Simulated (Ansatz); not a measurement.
# BH4NO: a dynamics run in two tries

Wanted: a short trajectory, and a check that the input is sound. SMILES of the start: NBO.

Method: RKS PBE-D4/STO-3G, in Ansatz 0.2.0.

### 1 The system as given

Bond lengths: B1–O2 1.381 Å, O2–H3 1.051 Å, B1–H4 1.158 Å, B1–N5 1.464 Å, N5–H6 1.026 Å, N5–H7 1.047 Å. Angles: B1–O2–H3 110.1°, O2–B1–H4 113.8°, O2–B1–N5 124.1°, H4–B1–N5 121.9°, B1–N5–H6 123.5°, B1–N5–H7 126.4°, H6–N5–H7 109.8°.

Structure file:

```xyz
7

B     0.0317   -0.0189    0.0109
O    -0.0086    0.0771    1.3875
H    -0.9435    0.4433    1.6970
H     1.0943   -0.1906   -0.4150
N    -1.1523    0.0046   -0.8492
H    -2.0779    0.3117   -0.5295
H    -1.1773   -0.1854   -1.8782
```

### 2 The run

File input.yaml:

```yaml
crystal:
  periodic: [false, false, false]
  atoms:
    - { symbol: B, position_ang: [0.031687, -0.018858, 0.01088] }
    - { symbol: O, position_ang: [-0.008584, 0.077095, 1.3875] }
    - { symbol: H, position_ang: [-0.943523, 0.443328, 1.697049] }
    - { symbol: H, position_ang: [1.094306, -0.190567, -0.414992] }
    - { symbol: "N", position_ang: [-1.152336, 0.004594, -0.849163] }
    - { symbol: H, position_ang: [-2.077878, 0.311673, -0.529455] }
    - { symbol: H, position_ang: [-1.177293, -0.185395, -1.8782] }
basis:
  gaussian: { orbitals: STO-3G }
hamiltonian:
  xc: pbe
  dispersion: d4
md:
  timestep: 1.0
  n_steps: 25
  ensemble: nvt_langevin
  temperature: 500.0
  initial_velocities: maxwell_boltzmann
  seed: 825680
  masses: [{ species: H, mass: 10.0 }]
  temperature_schedule: [{ n_steps: 500, end_temperature: 100.0 }]
```

The run is started by

```console
> ansatz run input.yaml --threads 1 --pin off --max-ram 2048MiB --backend cpu --events-out ev --progress --plain --runs-dir out
```

**Question.** What will these runs give? Wanted: first try.

**Answer**, as computed:

```
 quantity                                                        value
first try                                                      refused
    cause  the schedule's stages add up to more steps than the run has
```

In words: The fault in the first input was caught at the input check and cost nothing.
